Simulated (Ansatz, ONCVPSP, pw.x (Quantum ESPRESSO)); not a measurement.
## aluminium (Al): does the ONCV potential hold in the solid?

Al, optimised norm-conserving Vanderbilt (ONCV), made with ONCVPSP 4.0.1.1 (patched build) (LDA (Perdew-Wang 92), scalar-relativistic). Core [Ne], reference 3s2 3p1. Waves: 3s: rc 1.70 bohr, ncon 4, nbas 9, qcut 3.4 1/bohr, 2 projectors, debl 2.8 Ha; 3p: rc 2.90 bohr, ncon 4, nbas 7, qcut 2.9 1/bohr, 2 projectors, debl 1.8 Ha; d scattering state at 0.31 Ha: rc 2.35 bohr, ncon 5, nbas 8, qcut 4.5 1/bohr, 2 projectors, debl 1.3 Ha. Local part: polynomial inside 1.15 bohr (lpopt 5, dvloc0 0 Ha). Core correction: none.

Atomic tests: cutoffs needed: 5.6 Ha and 14 Ha (the cutoffs (Ha) at which the residual kinetic energy of the hardest occupied pseudo-wave falls to 1 and 0.1 mHa per electron) The cutoffs count occupied waves only; projector 2 of the s channel, the hardest unoccupied one, needs 42 Ha at the loose tolerance.; ghost test: no bound ghost flagged; GHOST(+) flagged for s at 103.9 eV; largest excitation error: +80 meV (all-electron minus pseudo) for 3s1 3p0, out of 4 test configurations.

Crystal test: bcc Al in pw.x 7.5, no spin, 14³ k-points, Fermi–Dirac smearing 0.01 Ry, cutoffs 35/140 Ry. The reference is all-electron LAPW (Ansatz 0.2.0) with the same functional, mesh and smearing; V0 and B0 come from Birch–Murnaghan fits to the pressures at five volumes. Errors are pseudo minus all-electron; Δ is the rms difference of the E(V) curves that follow from these fits, minima aligned, over ±6 % about the mean V0. Mesh and smearing are coarse, so the numbers serve the comparison and aren't converged zero-temperature values; the lattice is a test structure that the element need not adopt.

All-electron: a0 = 3.191 Å (V0 = 16.24 Å³/atom), B0 = 73.6 GPa.

Task: How far does the potential miss the all-electron equation of state?

Result: mean pressure error (GPa): -0.51; a0 (Å): 3.184; a0 error (%): -0.23; B0 error (%): -1.3; Δ (meV/atom): 1.8. The largest radius (2.90 bohr) exceeds half the bond length (2.61 bohr), so the spheres overlap, which is one possible source of error among others.

```
V (Å³/atom)  P all-electron (GPa)  P pseudo (GPa)
     15.411                  4.35            3.66
     15.816                  2.08            1.50
     16.222                  0.10           -0.40
     16.628                 -1.63           -2.06
     17.033                 -3.14           -3.51
```

Task: At the middle volume, how do free energy and pressure move when the wave cutoff is lowered (ecutrho kept at four times it)?

Result:

| cutoff (Ry) | shift of F (meV/atom) | shift of P (GPa) |
| --- | --- | --- |
| 16 | +9.8 | -0.09 |
| 21 | +5.2 | -0.11 |
| 28 | +0.7 | -0.04 |

The run at the middle volume (104 k-points, 6 iterations) took about 4 s on one core of a shared host (Neoverse-N1, 64 threads, 124 GiB, load 59).
